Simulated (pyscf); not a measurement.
## Four-centre exchange: Br–SiH₂–Br + H₂O → HBr + HO–SiH₂–Br

Gas phase, singlet surface, charge 0. Bonds broken: Br1–Si2, O6–H7. Bonds formed: Br1–H7, Si2–O6. Single points on ωB97X-D3(BJ)/def2-SVP structures (PySCF, gas phase).

Transition state (Å):

```xyz
8

Br    -1.0534     1.1211     2.5660
Si    -1.3330    -0.8342     0.5832
Br    -1.0663    -2.0875    -1.2744
H     -2.5293    -0.0457     0.2646
H     -1.2471    -1.7888     1.6919
O      0.2167     0.0558     0.3750
H      0.0847     0.8050     1.1640
H      0.4960     0.3177    -0.5180
```

One imaginary mode, 235i cm⁻¹; descent along it reached the two sides named, in the forms told below.

```csv
bond,change,reactant side (Å),saddle,product side
Br1–Si2,breaks,2.379,2.8,3.9
O6–H7,breaks,0.977,1.096,1.957
Br1–H7,forms,2.494,1.833,1.431
Si2–O6,forms,1.893,1.799,1.672
```

Electronic energies relative to the separated reactants (kcal/mol):

| level | barrier | reaction energy | reverse barrier |
|---|---|---|---|
| ωB97X-D3(BJ)/def2-TZVP | 11.8 | +0.2 | 11.7 |
| PBE/def2-TZVP | 8.3 | -1.8 | 10.0 |
| r²SCAN/def2-TZVP | 8.0 | -3.0 | 11.0 |
| B3LYP-D3(BJ)/def2-TZVP | 9.6 | -3.1 | 12.7 |
| PBE0-D3(BJ)/def2-TZVP | 8.7 | -0.9 | 9.7 |
| M06-2X/def2-TZVP | 8.3 | -3.2 | 11.4 |
| ωB97M-D3(BJ)/def2-TZVP | 10.1 | -3.3 | 13.4 |
| HF/def2-TZVP | 21.7 | -5.1 | 26.8 |

With ωB97M-D3(BJ)/def2-TZVP energies and thermal terms (ideal gas, 1 atm, RRHO with modes under 100 cm⁻¹ raised to 100, one conformer, R ln 2 for chiral ones without a mode under 150 cm⁻¹), in kcal/mol:

```csv
T (K),ΔH‡,ΔG‡,ΔH,ΔG
298,8.9,19.7,-5.0,-5.5
600,9.0,30.8,-4.8,-6.0
900,9.6,41.5,-4.3,-6.7
1200,10.3,52.1,-3.9,-7.6
```

On the reactant side the descent ends in an adduct with a O–Si contact, 8.4 kcal/mol over the separated species and 3.4 kcal/mol under the saddle at ωB97X-D3(BJ)/def2-TZVP. What is counted as formed (O–Si) is already present as a longer contact in the reactant adduct; forming that adduct is a step of its own. This is the saddle that the search found; another between the same sides may lie lower. Elements up to Kr have no core potential and no relativistic terms here.
